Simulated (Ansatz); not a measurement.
Born–Oppenheimer molecular dynamics of AlClH2 (4 atoms, charge 0, multiplicity 1). It starts at the highest image of a converged band. Of that band: Neighbouring images differ by up to 1.3 eV, so the band resolves the path poorly. A vibrational analysis at the climbing image gives one clearly imaginary mode, 790i cm⁻¹: a first-order saddle point.

The calculation used Ansatz 0.2.0, RKS PBE0/def2-SVP.

| Quantity | Value |
| --- | --- |
| ensemble | NVE (velocity Verlet) |
| time step | 0.5 fs |
| steps asked | 200 |
| starting velocities drawn for | 100 K |
| seed | 9588 |

First frame:

```xyz
4
Properties=species:S:1:pos:R:3
Al 0.253 0.000 -0.617
Cl 1.252 0.000 1.745
H 1.766 0.000 0.272
H -1.323 0.000 -0.275
```

Question: What does the run give?

Answer: The run went to its last step.

- steps done: 200
- time covered: 100 fs
- mean temperature over the second half: 823 K
- spread of the potential energy over the second half: 13.9 meV per atom
- mean potential energy of the second half above the start: -46.7 meV per atom

The conserved energy stayed within 0.067 meV per atom of its start (net change 0.0052 meV per atom), so the integration is sound. The kinetic energy rose, since the run started high on the potential surface and went downhill. It ends in pieces (AlH + ClH), so much of that is their flight and rotation, not heat. A run of 0.1 ps of so small a system gives no equilibrium averages. The orbitals stay closed-shell, which can raise the energy where a bond breaks towards radicals; this wasn't checked here.

Question: What happens to the structure?

Answer: Between its relaxed ends the band would form Cl2–H3 and break Al1–Cl2, Al1–H3. These pairs go: Cl2–H3 1.56 → 1.32 Å, Al1–Cl2 2.57 → 3.47 Å, Al1–H3 1.76 → 4.58 Å. In the last frame they stand as after the step (other bonds may differ from the relaxed reactants and products). It ends as AlH + ClH. Pairs count as bonded within 1.25 times the sum of covalent radii (0.12 Å more for H–H). The details hang on the random start.

Question: How do temperature and energy run in time?

Answer: 
```
time (fs)  T (K)  potential energy less start (eV)  conserved less start (meV/atom)
        0    100                             0.000                             0.00
        5     52                             0.012                             0.01
       10     85                             0.004                             0.00
       15    113                            -0.003                             0.01
       20    215                            -0.030                            -0.01
       25    252                            -0.039                             0.02
       30    373                            -0.070                             0.02
       35    607                            -0.131                            -0.02
       40    868                            -0.199                            -0.05
       45   1088                            -0.256                            -0.05
       50   1225                            -0.291                            -0.05
       55   1125                            -0.265                             0.00
       60   1057                            -0.247                             0.03
       65    899                            -0.206                             0.04
       70    850                            -0.194                             0.03
       75    767                            -0.172                             0.01
       80    726                            -0.162                            -0.04
       85    663                            -0.146                            -0.05
       90    635                            -0.138                            -0.05
       95    606                            -0.131                            -0.04
      100    593                            -0.127                             0.01
```

Time of the run: 2.9 min on 1 thread of Arm Neoverse V1 (shared host), peak memory 0.085 GiB.
